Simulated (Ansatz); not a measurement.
Results of LDA (Ansatz, a quantum-chemistry and plane-wave program, plane waves, PAW) for fcc Ir.

Run with plane-wave cutoff 520 eV, 18×18×18 k mesh, Fermi–Dirac smearing 0.1 eV, perturbation theory, force constants from a 6×6×6 q mesh, no spin polarisation, scalar-relativistic PAW data made under PBE.

Q: Give the computed zero-point energy.

A: 
- zero-point energy = 0.028 eV/atom

Spin–orbit coupling is not included.

The result took about 17 core-minutes (a rough figure).
